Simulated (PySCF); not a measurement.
Input file for PySCF: R-B3LYP/6-31G* on CH4O (SMILES CO) with ghost functions.

```python
from pyscf import gto, scf, dft, mp
from pyscf.data.elements import chemcore

mol = gto.M(
    atom='''
    O     1.90353759    0.20213672   -0.41881434
    H     2.37232659    0.81652072   -0.98848034
    C     2.41237159    0.35915572    0.90290266
    H     1.85880259   -0.32904128    1.53303366
    H     3.47136759    0.10871672    0.95962566
    H     2.25993159    1.36984972    1.28079566
    ghost-O   -1.94051441    0.34032572   -0.07967234
    ghost-H   -0.99628241    0.31652872   -0.28380734
    ghost-C   -2.45644441   -0.94768028   -0.34501134
    ghost-H   -3.51432441   -0.93265728   -0.09631534
    ghost-H   -2.36098941   -1.22906328   -1.39646234
    ghost-H   -1.97921541   -1.72266528    0.26023966
    ''',
    basis='6-31g*',
    cart=True,
    charge=0, spin=0, verbose=3, max_memory=1800)
mf = dft.RKS(mol, xc='b3lyp')
mf.conv_tol = 1e-8
mf.max_cycle = 100
mf.kernel()
if not mf.converged:
    mf = mf.newton().run(mf.mo_coeff, mf.mo_occ)
```

Task: Give the final energy of this run.

Result: -115.7153 hartree.
